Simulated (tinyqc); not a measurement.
Inside a calculation. Method: CIS on RHF in the sto-3g basis, frozen core, for HF, spin multiplicity 1. One step of it, computed by the program tinyqc.

Task: CIS matrix, triplets. A(ia,jb) = (e_a - e_i) d_ij d_ab - (ij|ab).

orbital energies (hartree): MO1 -25.915245, MO2 -1.432167, MO3 -0.532902, MO4 -0.462012, MO5 -0.462012, MO6 0.472101

Two-electron integrals over orbitals (pq|rs), unique and non-zero (hartree); the lowest 1 orbital is frozen and left out:
```
(22|22) 0.862772    (32|22) -0.037676   (32|32) 0.147912    (33|22) 0.724283
(33|32) -0.028801   (33|33) 0.717003    (42|42) 0.185677    (43|42) -0.035373
(43|43) 0.040800    (44|22) 0.887168    (44|32) -0.074059   (44|33) 0.714671
(44|44) 0.997514    (52|52) 0.185677    (53|52) -0.035373   (53|53) 0.040800
(54|54) 0.053770    (55|22) 0.887168    (55|32) -0.074059   (55|33) 0.714671
(55|44) 0.889973    (55|55) 0.997514    (62|22) -0.107571   (62|32) -0.063237
(62|33) -0.027662   (62|44) -0.105543   (62|55) -0.105543   (62|62) 0.093171
(63|22) -0.203569   (63|32) 0.090457    (63|33) -0.107400   (63|44) -0.222544
(63|55) -0.222544   (63|62) 0.047161    (63|63) 0.205829    (64|42) -0.035353
(64|43) -0.019051   (64|64) 0.030229    (65|52) -0.035353   (65|53) -0.019051
(65|65) 0.030229    (66|22) 0.659779    (66|32) 0.058036    (66|33) 0.662261
(66|44) 0.638524    (66|55) 0.638524    (66|62) -0.060914   (66|63) -0.020419
(66|66) 0.696547
```

Give: CIS matrix A, triplet.

Result:

CIS matrix A, triplet (hartree), lower triangle:
```
        2>6    3>6    4>6    5>6
2>6   1.244
3>6  -0.058  0.343
4>6   0.000  0.000  0.296
5>6   0.000  0.000  0.000  0.296
```
